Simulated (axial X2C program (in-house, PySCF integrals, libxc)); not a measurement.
# Linear NPO⁺ at several levels

An exercise on one series of results from a longer session: the logs are not shown, and one member is left open.

The runs use an in-house X2C program for linear molecules on PySCF integrals; all-electron X2C, two-component (2c) or spin-free, N dyall-av3z, P dyall-v3z, O dyall-av3z.

All values are calculated.

2 further runs of the same task are left out: 2 set aside as unsound or not needed.

Set-up of the first run:

Input file task.json:

```json
{"zs": [7, 15, 8], "q": 1, "bas": ["dyall-av3z", "dyall-v3z", "dyall-av3z"], "r0": [1.62, 1.59], "symm": 0, "scan": ["PBE0", "HF", "LDA"], "levels": ["PBE0", "HF", "PBE"], "nst": 2}
```

Keys: zs atomic numbers; q charge; bas basis sets; r0 starting distance in Å; symm equal bonds; scan levels of the two-bond scan; levels methods; nst determinants followed.

On the command line:

```bash
> python solin.py task.json out
```

Masses N 14.003, P 30.974, O 15.995 u.

Steps of the session up to this table: Scan at PBE0, 2c; Scan at LDA, 2c; Scan at PBE0, spin-free.

One of the session's tables, all rows but one given; the rest of the session is left out.

```
          level  lower stretch (cm⁻¹)  upper stretch (cm⁻¹)
       PBE0, 2c                     ?                     ?
        LDA, 2c                 951.8                1306.1
PBE0, spin-free                 962.6                1386.0
 LDA, spin-free                 951.9                1306.2
```

Q: Estimate the row for PBE0, 2c from the others.

As computed: lower stretch (cm⁻¹): 962.4; upper stretch (cm⁻¹): 1386.2. In the column «lower stretch (cm⁻¹)» it lies between LDA, spin-free (951.9) and PBE0, spin-free (962.6).

Scans not shown above were run alike.

The molecule was held linear; bending was not examined, so a bent shape may lie lower. Note: functional without a current term on a determinant with orbital currents, of the molecule or an atom.
